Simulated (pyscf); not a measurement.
Elementary routes open to O=CH–OH + H₂ in the gas phase (singlet surface):
A. HO–CH₂–OH (H–H broken; H–O, C–H formed)
B. H₂C=O + H₂O (C–O, H–H broken; C–H, H–O formed)

Structures and frequencies: ωB97X-D3(BJ)/def2-SVP in PySCF.

**Question.** Rank the routes by free-energy barrier at 298 K, lowest first, for ωB97M-D3(BJ)/def2-TZVP energies (ideal gas, 1 atm, RRHO with modes under 100 cm⁻¹ raised to 100, one conformer, R ln 2 for chiral ones without a mode under 150 cm⁻¹).

**Answer.** B (321.9 kJ/mol), A (336.5 kJ/mol)

Route B is the fastest of these, ahead of the next by 14.6 kJ/mol. The most stable products are those of A (ΔG = +26.6 kJ/mol), whose barrier is 14.6 kJ/mol higher: the kinetic and the thermodynamic product differ. At 1200 K B is still the fastest. A: On the product side the descent ends in a point that may be a rotor saddle (no frequency run), 12.1 kJ/mol over the lowest minimum found and 330.8 kJ/mol under the saddle at ωB97X-D3(BJ)/def2-TZVP. Only these routes are compared; each barrier is that of the saddle found, and lower ones may exist.
